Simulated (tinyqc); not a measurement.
Inside a calculation. Method: G0W0 on RHF in the sto-3g basis, for H2O, spin multiplicity 1. One step of it, computed by the program tinyqc.

Question. Iteration 8 (converged): orbitals. Diagonalise F' = X^T F X, C = X C', fill 5 alpha and 5 beta electrons from the bottom; D = 2 C_occ C_occ^T. Each column has its largest component positive (the first on a tie).

converged F (hartree):
```
             1O 1s      1O 2s     1O 2px     1O 2py     1O 2pz      2H 1s      3H 1s
1O 1s   -20.246328  -5.164790   0.000000   0.000000  -0.029545  -1.158362  -1.158362
1O 2s    -5.164790  -2.449302   0.000000   0.000000  -0.132506  -1.006293  -1.006293
1O 2px    0.000000   0.000000  -0.396959   0.000000   0.000000   0.000000   0.000000
1O 2py    0.000000   0.000000   0.000000  -0.302021   0.000000  -0.369319   0.369319
1O 2pz   -0.029545  -0.132506   0.000000   0.000000  -0.352730  -0.401074  -0.401074
2H 1s    -1.158362  -1.006293   0.000000  -0.369319  -0.401074  -0.571313  -0.425194
3H 1s    -1.158362  -1.006293   0.000000   0.369319  -0.401074  -0.425194  -0.571313
```

X:
```
            1O 1s      1O 2s    1O 2px     1O 2py     1O 2pz      2H 1s      3H 1s
1O 1s    1.024106  -0.142315  0.000000   0.000000  -0.010855   0.021285   0.021285
1O 2s   -0.142315   1.232853  0.000000   0.000000   0.117170  -0.283008  -0.283008
1O 2px   0.000000   0.000000  1.000000   0.000000   0.000000   0.000000   0.000000
1O 2py   0.000000   0.000000  0.000000   1.096601   0.000000  -0.214579   0.214579
1O 2pz  -0.010855   0.117170  0.000000   0.000000   1.065089  -0.157746  -0.157746
2H 1s    0.021285  -0.283008  0.000000  -0.214579  -0.157746   1.205346  -0.106527
3H 1s    0.021285  -0.283008  0.000000   0.214579  -0.157746  -0.106527   1.205346
```

Give: F' = X^T F X; orbital energies; coefficients C; D after iteration 8.

Answer.

F' = X^T F X (hartree):
```
          1        2        3        4        5        6        7
1  -19.8675  -2.6920   0.0000   0.0000  -0.0580  -0.1775  -0.1775
2   -2.6920  -1.2512   0.0000   0.0000   0.1215  -0.4986  -0.4986
3    0.0000   0.0000  -0.3970   0.0000   0.0000   0.0000   0.0000
4    0.0000   0.0000   0.0000  -0.0290   0.0000  -0.4531   0.4531
5   -0.0580   0.1215   0.0000   0.0000  -0.1690  -0.3564  -0.3564
6   -0.1775  -0.4986   0.0000  -0.4531  -0.3564   0.0139  -0.1227
7   -0.1775  -0.4986   0.0000   0.4531  -0.3564  -0.1227   0.0139
```

orbital energies (hartree): MO1 -20.2550, MO2 -1.2728, MO3 -0.5924, MO4 -0.4751, MO5 -0.3970, MO6 0.6064, MO7 0.6999

coefficients C:
```
            MO1      MO2      MO3      MO4     MO5      MO6      MO7
1O 1s    0.9942  -0.2324   0.0000   0.1087  0.0000  -0.1258   0.0000
1O 2s    0.0261   0.8355   0.0000  -0.5617  0.0000   0.8366   0.0000
1O 2px   0.0000   0.0000   0.0000   0.0000  1.0000   0.0000   0.0000
1O 2py   0.0000   0.0000   0.6232   0.0000  0.0000   0.0000   0.9519
1O 2pz   0.0045   0.1349   0.0000   0.7417  0.0000   0.7936   0.0000
2H 1s   -0.0057   0.1566   0.4513   0.2938  0.0000  -0.7734  -0.8384
3H 1s   -0.0057   0.1566  -0.4513   0.2938  0.0000  -0.7734   0.8384
```

D after iteration 8:
```
          1O 1s    1O 2s  1O 2px   1O 2py   1O 2pz    2H 1s    3H 1s
1O 1s    2.1085  -0.4586  0.0000   0.0000   0.1075  -0.0203  -0.0203
1O 2s   -0.4586   2.0285  0.0000   0.0000  -0.6076  -0.0687  -0.0687
1O 2px   0.0000   0.0000  2.0000   0.0000   0.0000   0.0000   0.0000
1O 2py   0.0000   0.0000  0.0000   0.7769   0.0000   0.5625  -0.5625
1O 2pz   0.1075  -0.6076  0.0000   0.0000   1.1366   0.4781   0.4781
2H 1s   -0.0203  -0.0687  0.0000   0.5625   0.4781   0.6292  -0.1855
3H 1s   -0.0203  -0.0687  0.0000  -0.5625   0.4781  -0.1855   0.6292
```
